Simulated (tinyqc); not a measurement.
The basis set: RHF and MP2 along a ladder of basis sets, for NH3, spin multiplicity 1. Computed by the program tinyqc with PySCF. Same geometry throughout; the dipole is taken about the origin.

Geometry (angstrom):
```
atom        x        y       z
N      0.0000   0.0000  0.3100
H      0.8990   0.0000  0.0000
H     -0.4490   0.7780  0.0000
H     -0.4490  -0.7780  0.0000
```

RHF and frozen-core MP2 in a ladder of bases:
```
basis        functions  E(RHF) (hartree)  E(MP2 corr) (hartree)  HOMO (eV)  LUMO (eV)  dipole (debye)
sto-3g               8         -55.43422               -0.04061     -9.580     19.215           1.633
3-21g               15         -55.86262               -0.10728    -10.818      7.882           1.948
6-31g**             29         -56.18799               -0.18247    -11.247      6.478           1.673
cc-pvdz             29         -56.18612               -0.18198    -11.211      5.376           1.500
aug-cc-pvdz         50         -56.19741               -0.19467    -11.502      1.005           1.459
cc-pvtz             72         -56.21160               -0.23167    -11.419      3.903           1.471
```

Estimate the missing row, basis = 6-31g.

Computed row:
```
basis  functions  E(RHF) (hartree)  E(MP2 corr) (hartree)  HOMO (eV)  LUMO (eV)  dipole (debye)
6-31g         15         -56.15631               -0.10998    -11.105      6.316           2.084
```

From cc-pVDZ to cc-pVTZ the RHF energy falls by 25.5 mhartree and the correlation energy by 49.7. If valence correlation converges as X^-3, (27 E(T) - 8 E(D))/19 gives -0.2526 hartree, a rough estimate from such small X that usually falls short; STO-3G holds about 16 % of it. Beyond STO-3G the LUMO moves by 6.9 eV and the HOMO by 0.7 eV; diffuse functions lower the positive LUMO sharply, since an unbound virtual level tracks the most diffuse function.
